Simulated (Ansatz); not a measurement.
## Ansatz (development build ahead of 0.2.0) run

```yaml
crystal:
  periodic: [false, false, false]
  atoms:
    - { symbol: C, position_ang: [0.04923, -0.00385, -1.11149] }
    - { symbol: Cl, position_ang: [-0.02383, 0.03202, 0.62587] }
    - { symbol: H, position_ang: [0.01623, -1.06776, -1.51417] }
    - { symbol: H, position_ang: [-0.84774, 0.51897, -1.47858] }
    - { symbol: H, position_ang: [0.9417, 0.53118, -1.45856] }
basis:
  gaussian: { orbitals: def2-TZVP }
hamiltonian:
  xc: hf
```

The input is written out in the form of the current development build from the run's settings.

Output:

| Item | Value |
| --- | --- |
| Converged | yes |
| Total energy | -499.13593 hartree |
| Spin squared of the determinant | 0.000 |
